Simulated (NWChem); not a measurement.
CH$_{3}$ cation

```xyz
4

C      0.0000     0.0000     0.0000
H      0.7807     0.7807     0.0000
H      0.2858    -1.0664     0.0000
H     -1.0664     0.2858     0.0000
```
Atoms are numbered in this order, from 1.

Level: PBE0/def2-SVP (NWChem), optimised geometry, unscaled harmonic frequencies. 

```csv
frequency (cm⁻¹),IR intensity (km/mol)
1377,23.0
1377,23.0
1392,8.4
3040,0.0
3263,103.8
3263,103.8
```

zero-point energy: 19.6 kcal/mol
thermal correction to the enthalpy at 298.15 K (with zero-point energy): 22.0 kcal/mol
heat capacity Cv: 6.3 cal/(mol K)
entropy at 298.15 K and 1 atm (symmetry number 6): 44.7 cal/(mol K)

Rigid rotor and harmonic oscillator.
